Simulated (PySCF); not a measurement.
Species: C₄H₁₁OP.
SMILES with atom numbers: `[CH3:1][CH2:2][PH:3](=[O:4])[CH2:5][CH3:6]` (hydrogens: H7, H8, H9 on C1; H10, H11 on C2; H12 on P3; H13, H14 on C5; H15, H16, H17 on C6)

Cartesian coordinates in Å at the PBE0-D3(BJ)/def2-SVP level; atoms count from 1:
```
atom  x, y, z in Å
C1    -2.3063    0.2801   -0.0973
C2    -1.4850   -0.9481    0.2632
P3     0.2809   -0.8736   -0.1801
O4     1.0451   -2.1349    0.0722
C5     0.9724    0.5891    0.6617
C6     2.4802    0.6737    0.4663
H7    -1.9936    1.1663    0.4755
H8    -3.3733    0.1145    0.1129
H9    -2.2183    0.5260   -1.1676
H10   -1.5176   -1.1658    1.3441
H11   -1.8638   -1.8535   -0.2394
H12    0.2281   -0.4478   -1.5493
H13    0.4555    1.4950    0.3037
H14    0.7236    0.4725    1.7308
H15    2.7402    0.8467   -0.5899
H16    2.9125    1.4946    1.0570
H17    2.9542   -0.2698    0.7733
```

Linear response at CAM-B3LYP/def2-SVPD (PySCF, frozen core in the response, non-relativistic). The structure is a single PBE0-D3(BJ)/def2-SVP conformer in the gas phase; no vibrational or solvent corrections.

Static isotropic polarisability: 76.68 au (11.36 Å³), principal values 67.4, 75.3, 87.3 au.

(1) What is the polarisability at 1064 nm and at the sodium D line?

(2) What is the isotropic C6 coefficient between two such molecules, C6 = (3/π)∫α(iω)² dω?

(3) Which effective excitation energy ω̄ makes London's formula C6 = (3/4)α²ω̄ exact here?

(4) What does −C6/R⁶ come to at R = 12 Å between centres?

(5) What three-body coefficient follows from the one-pole estimate C9 = (3/4)·α·C6?

(6) How many electrons N does the Slater–Kirkwood formula C6 = (3/4)·√N·α^(3/2) need to give this C6?

(7) How anisotropic is the static polarisability, by Δα² = ½[(α1 − α2)² + (α2 − α3)² + (α3 − α1)²]?

(8) The lowest 6 singlets have (eV, f): 7.28, 0.021; 7.34, 0.007; 7.45, 0.004; 7.64, 0.022; 7.86, 0.027; 7.91, 0.018. What share of the static polarisability do they carry in the sum over states α = Σ f/ω²?

Results:

(1) 77.22 au at 1064 nm (+0.7 %), 78.48 au at 589.3 nm (+2.4 %). The rise at 589.3 nm is 3.33 times that at 1064 nm; a pure ω² law gives 3.26. The lowest singlet lies at 170 nm, shorter than both wavelengths.

(2) 2527 au (Eh·bohr⁶) by a ten-point quadrature over imaginary frequencies, which is 1510 eV·Å⁶ or 146 J·nm⁶/mol.

(3) ω̄ = 4·C6/(3α²) = 0.573 Eh = 15.6 eV. A one-pole form α(ω) = α/(1 − ω²/ω̄²) fitted to the 1064 nm value gives 13.9 eV.

(4) -49 J/mol. This is the leading, orientation-averaged term; C8 and higher terms are left out.

(5) 145000 au. This is an estimate from the two numbers above, not a computed integral.

(6) N = (4·C6/3)²/α³ = 25.2; the species has 58 electrons in all.

(7) Δα = 17.4 au, or 0.23 of the isotropic value.

(8) 1.26 au, 1.6 % of α; the largest term, 0.32 au, is that of the state at 7.86 eV. Their oscillator strengths add up to 0.10. Higher states carry the rest.

On Arm Neoverse V2, one thread, no GPU, shared host, this took 34 s of wall time and 1.0 GiB of memory at its peak. This is the whole response run at CAM-B3LYP/def2-SVPD, SCF included.
